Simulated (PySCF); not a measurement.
# Gas-phase XPS of 3-methoxypropionitrile, computed

Species: 3-methoxypropionitrile, C₄H₇NO.
Geometry (GFN2-xTB, Å), atoms numbered from 1 in this order:
```xyz
13
C4H7NO angstrom
C      2.1578   -0.1373    0.4690
O      0.9551   -0.6240   -0.0678
C     -0.1422    0.2206    0.1809
C     -1.3789   -0.4233   -0.4531
C     -2.5503    0.3848   -0.2419
N     -3.4737    1.0352   -0.0677
H      2.0945   -0.0358    1.5592
H      2.4197    0.8376    0.0400
H      2.9255   -0.8647    0.2153
H     -0.2931    0.3470    1.2653
H      0.0325    1.2179   -0.2547
H     -1.2132   -0.5458   -1.5266
H     -1.5380   -1.4117   -0.0142
```

Method used: PySCF 2.14.0, delta-SCF UKS SCAN, pcX-2 on the ionised atom, pcseg-1 elsewhere, spin-free X2C. These are vertical core ionisation energies against the vacuum level, from separate self-consistent calculations with and without the core hole.

What binding energy does each computed site have?

```
atom(s)              bonded to  level  binding energy (eV)  above the level's lowest (eV)  count
     C4            2 C and 2 H   C 1s               292.38                           0.00      1
     C5  N (triple bond) and C   C 1s               292.39                          +0.01      1
     C1              O and 3 H   C 1s               292.58                          +0.20      1
     C3           O, C and 2 H   C 1s               292.82                          +0.44      1
     N6        C (triple bond)   N 1s               405.13                           0.00      1
     O2                    2 C   O 1s               538.91                           0.00      1
```

Lowest listed C 1s: C4, bonded to 2 C and 2 H. Highest, 0.44 eV above it: C3, bonded to O, C and 2 H. The values 292.38 and 292.39 eV lie too close for their order to be trusted.

Which effective nuclear charge Zeff reproduces each element's mean 1s value in the hydrogen-like formula E = 13.606 eV × Zeff²?

C (Z = 6): mean 292.5 eV, Zeff = 4.64, Z − Zeff = 1.36; N (Z = 7): mean 405.1 eV, Zeff = 5.46, Z − Zeff = 1.54; O (Z = 8): mean 538.9 eV, Zeff = 6.29, Z − Zeff = 1.71. Means run over the listed sites, weighted by atom count.

The structure is a single GFN2-xTB conformer in the gas phase; no vibrational or solvent corrections.

The run took 60 s on Arm Neoverse V2, one thread, no GPU, shared host.
